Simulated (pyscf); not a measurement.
Structures and frequencies: ωB97X-D3(BJ)/def2-SVP in PySCF.

Q: For the elementary gas-phase step `[CH3][CH]([Cl])[Cl]` + `[F][C][F]` [singlet] → `[F][CH]([F])[CH2][CH]([Cl])[Cl]` (singlet surface; C–H broken, C–C, C–H formed), what barrier and reaction energy does M06-2X/def2-TZVP give, measured from the separated reactants?

A: ΔE‡ = 66.0 kcal/mol, ΔE = -61.2 kcal/mol. ωB97M-D3(BJ)/def2-TZVP gives 69.8 kcal/mol and -57.0 kcal/mol. Zero-point energy shifts the barrier by 0.0 kcal/mol. It is an insertion, with an imaginary mode of 1152i cm⁻¹. On the product side the descent ends in a point that may be a rotor saddle (no frequency run), 5.9 kcal/mol over the lowest minimum found and 123.1 kcal/mol under the saddle at ωB97X-D3(BJ)/def2-TZVP. From the product side, F–C•(F)–CH₂–CH(Cl)–Cl + H• lies, by one bond made or cut, 18.2 kcal/mol under this saddle at ωB97M-D3(BJ)/def2-TZVP. One saddle was located; it need not be the lowest between these sides.
